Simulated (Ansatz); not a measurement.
Relaxed structures of AlSiH4S (charge -1), closed shell (PBE0-D4/def2-TZVPD; forces vanish, vibrations not checked; lower isomers may exist, and structures with a doubtful reference or unclear bonds are left out; Å). Ansatz 0.2.0; basis: def2-TZVPPD; cores frozen in the correlated methods.

Rank them by CCSD(T) energy, lowest first, and give each one's height above the lowest. Links in brackets join atoms within 1.22 times the sum of their covalent radii (1.1 for two metals). (To be estimated.)
A.
AlSiH₄S ([SiH2][AlH][SH]), total charge -1
```
7
angstrom
Si -1.0192 -0.0183 -1.9127
Al -0.1225 -0.3163 0.2660
S 2.0631 -0.8662 0.6184
H -2.1961 0.6445 -1.1673
H -0.0848 1.1815 -1.5094
H -0.6692 0.0033 1.7661
H 2.0287 -0.6284 1.9388
```
B.
AlSiH₄S ([SiH3][AlH][S]), total charge -1
```
7
angstrom
Si -0.9275 0.3196 -1.5923
Al 0.1774 -0.4156 0.5230
S 2.0979 -1.2122 0.5319
H -2.4070 0.6046 -1.5223
H -0.3682 1.5967 -2.1588
H -0.8089 -0.1550 1.7811
H -0.8126 -0.6480 -2.7355
```
C.
AlSiH₄S ([AlH][SiH2][SH]), total charge -1
```
7
angstrom
Si -0.0251 0.0470 0.0092
Al -1.3393 -0.6730 -2.0681
S 1.8455 -1.0682 0.4442
H -2.3296 0.5786 -1.5108
H 0.4460 1.4843 0.0233
H -0.7648 -0.0404 1.3256
H 2.2228 -0.4197 1.5600
```

The calculation gives: B (0.00 kcal/mol), A (24.20 kcal/mol), C (41.66 kcal/mol). Heights count from the lowest.

The T1 diagnostic stays at or below 0.016. The restricted Hartree–Fock reference is unstable towards an unrestricted one at one or more of these structures.

For scale, one of the runs: CCSD(T)/def2-TZVPPD, 215 basis functions, launched by `ansatz run in.yaml --threads 2 --pin off --events-out ev --progress --plain --max-ram 4352MiB`. Time: 22 s of wall clock on 2 CPU threads of an Intel Xeon 6975P-C; the host was shared. Peak host memory: 2.9 GiB.
